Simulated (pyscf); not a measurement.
Thermochemistry of product channels of `[SiH3][I]` + `[OH2]` on the singlet surface, in eV, from ωB97M-D3(BJ)/def2-TZVP energies (ideal gas, 1 atm, RRHO with modes under 100 cm⁻¹ raised to 100, one conformer, R ln 2 for rigid chiral ones). Single points on ωB97X-D3(BJ)/def2-SVP structures (PySCF, gas phase).

```
products                       ΔE  ΔH(298 K)  ΔG(298 K)  ΔG(1200 K)
--------------------------  -----  ---------  ---------  ----------
`[IH]` + `[OH][SiH3]`       -0.08      -0.17      -0.18       -0.25
`[OH][SiH2][I]` + `[H][H]`  -0.81      -0.92      -0.88       -0.86
```

These are energies of the channels, which say nothing of barriers. Elements past Kr carry the def2 core potentials, without spin-orbit coupling.
